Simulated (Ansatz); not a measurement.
**[NH2···H···SiH3], doublet in cc-pVDZ: errors against UCCSDT(Q)**

Geometry: a point of a hydrogen-transfer path between rigid fragments, not a stationary point.

```yaml
atoms:
  - { symbol: N, position_ang: [-1.8600, -0.0118, -0.0184] }
  - { symbol: H, position_ang: [-2.1573, 0.9560, -0.0184] }
  - { symbol: H, position_ang: [-2.1573, -0.4141, 0.8618] }
  - { symbol: H, position_ang: [-0.8476, -0.0118, -0.0184] }
  - { symbol: Si, position_ang: [0.9610, -0.0118, -0.0184] }
  - { symbol: H, position_ang: [1.4109, -1.4281, -0.0184] }
  - { symbol: H, position_ang: [1.4109, 0.6963, -1.2449] }
  - { symbol: H, position_ang: [1.4110, 0.6963, 1.2081] }
```

Basis cc-pVDZ; Ansatz 0.2.0. Correlated methods freeze the noble-gas cores, which leaves 15 electrons in 56 orbitals. R marks a restricted (for open shells ROHF) determinant, U an unrestricted one. Active spaces: pair = (3e, 3o) about the gap.

Full CI isn't at hand for all of this; UCCSDT(Q) serves as the reference, and is uncertain by about the last step of the cluster series. The frozen core follows each run's orbitals, which can shift R against U totals by a few meV.

For open shells CISD is restricted-active-space CI with the open shells as a complete middle space.

```
UHF ⟨S²⟩                          : 0.760
T1 diagnostic (RCCSD)             : 0.0164
largest doubles amplitude (RCCSD) : 0.032
T1 diagnostic (UCCSD)             : 0.0124
```

```json
{"level": "RHF", "E − E(UCCSDT(Q)) (kJ/mol)": "907.1", "share of correlation (%)": "0.00", "wall time": "–"}
{"level": "UHF", "E − E(UCCSDT(Q)) (kJ/mol)": "898.4", "share of correlation (%)": "0.97", "wall time": "–"}
{"level": "RMP2", "E − E(UCCSDT(Q)) (kJ/mol)": "132.3", "share of correlation (%)": "85.42", "wall time": "–"}
{"level": "UMP2", "E − E(UCCSDT(Q)) (kJ/mol)": "133.3", "share of correlation (%)": "85.31", "wall time": "–"}
{"level": "CISD", "E − E(UCCSDT(Q)) (kJ/mol)": "107.1", "share of correlation (%)": "88.20", "wall time": "14 s"}
{"level": "RCCSD", "E − E(UCCSDT(Q)) (kJ/mol)": "23.0", "share of correlation (%)": "97.46", "wall time": "–"}
{"level": "UCCSD", "E − E(UCCSDT(Q)) (kJ/mol)": "22.8", "share of correlation (%)": "97.48", "wall time": "–"}
{"level": "RCCSD(T)", "E − E(UCCSDT(Q)) (kJ/mol)": "3.7", "share of correlation (%)": "99.59", "wall time": "3.3 s"}
{"level": "UCCSD(T)", "E − E(UCCSDT(Q)) (kJ/mol)": "3.8", "share of correlation (%)": "99.59", "wall time": "2.9 s"}
{"level": "BCCD(T)", "E − E(UCCSDT(Q)) (kJ/mol)": "3.7", "share of correlation (%)": "99.59", "wall time": "4.3 s"}
{"level": "RCCSDT", "E − E(UCCSDT(Q)) (kJ/mol)": "1.3", "share of correlation (%)": "99.86", "wall time": "–"}
{"level": "UCCSDT", "E − E(UCCSDT(Q)) (kJ/mol)": "1.2", "share of correlation (%)": "99.86", "wall time": "–"}
{"level": "RCCSDT(Q)", "E − E(UCCSDT(Q)) (kJ/mol)": "0.1", "share of correlation (%)": "99.99", "wall time": "11 s (H100)"}
{"level": "CASSCF (pair space)", "E − E(UCCSDT(Q)) (kJ/mol)": "860.5", "share of correlation (%)": "5.14", "wall time": "–"}
{"level": "NEVPT2 (pair space)", "E − E(UCCSDT(Q)) (kJ/mol)": "135.0", "share of correlation (%)": "85.12", "wall time": "3.7 s"}
```

The correlation energy at UCCSDT(Q), counted from RHF, is -9.402 eV. That run took 11 s on 2 threads of AMD EPYC 7R13 with a shared H100 80 GB, shared host.

Run but not shown, since their state or frozen core can't be matched to the reference's or they repeat it: MRCISD (pair space), MRCISD+Q (pair space).

Times hold each run's SCF and search for its determinant on a shared host, so for small cases they say little of a method's own cost; rows without a card ran on 1 thread of AMD EPYC 7R13.
